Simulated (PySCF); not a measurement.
Compound: fluorophosphane, FH₂P.
SMILES: `FP`

Level: CAM-B3LYP/def2-SVPD in PySCF, non-relativistic, on one gas-phase PBE0-D3(BJ)/def2-SVP geometry that isn't relaxed in the solvent. The solvent is an IEF-PCM continuum (Bondi radii, 1.10 Å for H, scaled by 1.2), and excitations are vertical TDDFT with non-equilibrium linear response and a frozen core. Specific hydrogen bonds and non-electrostatic terms are outside this model.

```tsv
run	E − E(gas) (kcal/mol)	HOMO (eV)	HOMO–LUMO gap (eV)	dipole (D)	lowest singlet (eV)	static polarisability (au)
gas	0.00	-9.30	9.59	1.56	5.57	28.1
P	-2.12	-9.11	9.64	1.94	5.58	35.7
Q	-2.55	-9.09	9.65	2.02	5.60	37.6
```

**Question.** The runs were made in acetonitrile and tetrahydrofuran. Which run belongs to which solvent?

**Answer.** P = tetrahydrofuran, Q = acetonitrile. The dielectric constants are 7.426 (tetrahydrofuran), 35.69 (acetonitrile), and the energy falls further as ε rises. The optical constants n² used for the excitations are 1.97, 1.81 in the same order. In this model the ground state sees the solvent through ε alone.

**Question.** How constant is the ratio of the lowering to (ε − 1)/(2ε + 1)?

**Answer.** 
```csv
solvent,(ε − 1)/(2ε + 1),E − E(gas) (kcal/mol),ratio (kcal/mol),polarisation term (kcal/mol)
tetrahydrofuran,0.405,-2.12,-5.2,-2.44
acetonitrile,0.479,-2.55,-5.3,-3.02
```

The ratio changes by +1.7 % in size from tetrahydrofuran to acetonitrile. The polarisation term is half the interaction of the solute with the induced surface charges.
